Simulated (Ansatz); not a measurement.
A CCSD(T) single point on C3H6F2O, SMILES `CCC(O)(F)F`.

```yaml
crystal:
  periodic: [false, false, false]
  atoms:
    - {symbol: C, position_ang: [-1.375361, -0.358458, -0.633069]}
    - {symbol: C, position_ang: [-0.048228, -0.686606, 0.023688]}
    - {symbol: C, position_ang: [0.775725, 0.534694, 0.333417]}
    - {symbol: O, position_ang: [1.947316, 0.188263, 0.916423]}
    - {symbol: F, position_ang: [0.090203, 1.394193, 1.145071]}
    - {symbol: F, position_ang: [1.017982, 1.261201, -0.798377]}
    - {symbol: H, position_ang: [-1.989070, 0.272935, 0.011170]}
    - {symbol: H, position_ang: [-1.228749, 0.163104, -1.580072]}
    - {symbol: H, position_ang: [-1.930960, -1.275349, -0.835257]}
    - {symbol: H, position_ang: [0.564117, -1.325501, -0.616435]}
    - {symbol: H, position_ang: [-0.192874, -1.216493, 0.967727]}
    - {symbol: H, position_ang: [2.446801, 0.993015, 1.099811]}
basis:
  gaussian: {orbitals: def2-TZVPP}
correlation: {method: ccsd_t}
```

```sh
$ ansatz run in.yaml --threads 4 --pin off --events-out ev --progress --plain --max-ram 10444MiB
```

Output of Ansatz, abridged:

```
Functional definition: HF
1665 factors; integrals over basis functions are off by at most 8.1e-4 eV
mean field evaluation 1: about -10635.5452 eV, gradient 4.9e1 eV
mean field evaluation 2: about -10635.7984 eV, gradient 4.9e1 eV
mean field evaluation 4: about -10640.4569 eV, gradient 4.2e0 eV
mean field evaluation 8: about -10640.5191 eV, gradient 2.6e-1 eV
mean field -10640.51940210 eV, -391.0318756242 hartree, gradient 8.4e-6 eV, S^2 0.000000; 0 other end points of the search recorded, 0 dependent functions left out
6 core orbitals not correlated: weight in the atoms' cores, before any rotation towards them, 1.000 or more for the frozen orbitals, at most 0.000 for the correlated occupied ones
reference -10640.51940210 eV, -391.0318756242 hartree; 19, 19 occupied and 245, 245 virtual orbitals, 1665 factors
second order -33.93677014 eV of doubles, -0.00000000 eV of singles
cycle   1  -33.92148019 eV  change    1.5e-2 eV  update   1.1e-1
cycle   2  -34.61864815 eV  change   -7.0e-1 eV  update   3.0e-2
cycle   3  -34.76844945 eV  change   -1.5e-1 eV  update   1.5e-2
cycle   4  -34.75385919 eV  change    1.5e-2 eV  update   2.9e-3
cycle   5  -34.75289145 eV  change    9.7e-4 eV  update   1.2e-3
cycle   6  -34.75380735 eV  change   -9.2e-4 eV  update   3.5e-4
cycle   7  -34.75363016 eV  change    1.8e-4 eV  update   1.4e-4
cycle   8  -34.75354538 eV  change    8.5e-5 eV  update   3.9e-5
cycle   9  -34.75355383 eV  change   -8.5e-6 eV  update   1.3e-5
perturbative correction -1.20616536 eV, -0.0443257595 hartree
Total energy: -10676.47912130 eV, -392.3533709303 hartree
```

Hardware: 4 threads of an Arm Neoverse V1 on a shared host. Wall time 6.5 min, peak host memory 8 GiB.

Correlation energy per correlated electron: -0.946 eV. T1 diagnostic: 0.0109.
